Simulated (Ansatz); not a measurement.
H6NSi2 can be A, `[SiH2]N[SiH3]`•, or B, `[SiH3][N][SiH3]`•.

Gas-phase electronic energies from Ansatz, PBE0-D4/def2-TZVP geometries. CCSD(T)/CBS is the MP2 limit (def2-TZVPP, def2-QZVPP) plus CCSD(T) − MP2 in def2-TZVPP, frozen cores. Functionals use def2-TZVPP. B3LYP here is the variant with VWN-RPA as its local correlation; programs differ in this. Open shells (•) are unrestricted, without spin–orbit coupling.

A:

Z-matrix (Å, degrees):
```
Si
N 1 1.731
H 1 1.488 2 111.1
H 1 1.483 2 107.0 3 -119.8
H 1 1.488 2 112.0 3 120.2
Si 2 1.730 1 128.1 3 127.0
H 2 1.011 1 116.2 3 -62.8
H 6 1.494 2 108.7 1 -150.4
H 6 1.491 2 107.7 1 -30.5
```

B:

Z-matrix (Å, degrees):
```
Si
N 1 1.720
H 1 1.490 2 105.5
H 1 1.490 2 115.3 3 120.3
H 1 1.486 2 108.5 3 -117.3
Si 2 1.720 1 137.8 3 -104.2
H 6 1.490 2 105.6 1 105.2
H 6 1.490 2 115.3 1 -15.2
H 6 1.486 2 108.4 1 -137.6
```

Q: Which isomer does CCSD(T)/CBS put lower? Give the gap. (Estimate.)

A: Ansatz gave: A, by 91.6 kJ/mol.

Q: Give E(B) − E(A) in kJ/mol with PBE-D4, BLYP-D4, B3LYP-D4, ωB97M-V, PBE0-D4, CCSD(T)/def2-SVP, MP2/def2-TZVPP. (An estimate is asked.)

A: Computed: PBE-D4 90.9, BLYP-D4 78.1, B3LYP-D4 80.8, ωB97M-V 84.0, PBE0-D4 91.9, CCSD(T)/def2-SVP 90.4, MP2/def2-TZVPP 114.1. None reverses the order clearly.

Q: Does the order hold for the free energy at 298.15 K (harmonic terms from PBE0-D4)? (Best estimate.)

A: Ansatz gave: Yes: G(B) − G(A) = +78.0 kJ/mol. Modes under 60 cm⁻¹, often nearly free rotors, make the harmonic entropy too high.

Largest T1 diagnostic: 0.018.

The D4 term adds +3.3 kJ/mol with B3LYP and +1.6 kJ/mol with PBE0; it sums over pairs of atoms, weighted by their polarisabilities, and B3LYP, whose exchange is more repulsive, gets the larger term. Leaving LDA and LC-ωPBE aside and taking each functional with its dispersion term where it has one, the values, not all of them listed here, spread over 22.8 kJ/mol, from BHLYP-D4 to PBE-QIDH. LDA lies +19.9 kJ/mol from PBE without D4.
